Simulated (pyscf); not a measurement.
Elementary routes open to H₃C–CH₃ + H₂C=O in the gas phase (singlet surface):
A. H₂C=CH₂ + H₃C–OH (C–H, C–H broken; C–H, H–O formed)
B. H₃C–CH₂–CH₂–OH (C–H broken; C–C, H–O formed)

Single points on ωB97X-D3(BJ)/def2-SVP structures (PySCF, gas phase). MP2 and CC: frozen core, UHF for open shells. ΔMP2 is the change of the MP2 total energy from the triple- to the quadruple-zeta basis.

### Question
Rank the routes by free-energy barrier at 1200 K, lowest first, for CCSD(T)/def2-TZVPP + ΔMP2(QZVPP) energies (ideal gas, 1 atm, RRHO with modes under 100 cm⁻¹ raised to 100, one conformer, R ln 2 for chiral ones without a mode under 150 cm⁻¹).

### Answer
A (375.0 kJ/mol), B (477.3 kJ/mol)

Route A is the fastest of these, ahead of the next by 102.3 kJ/mol. The most stable products are those of A (ΔG = +31.3 kJ/mol), so kinetics and thermodynamics agree. At 298 K A is still the fastest. Only these routes are compared; each barrier is that of the saddle found, and lower ones may exist. The CCSD(T) − MP2 part came from Ansatz, without density fitting, on the same reference.
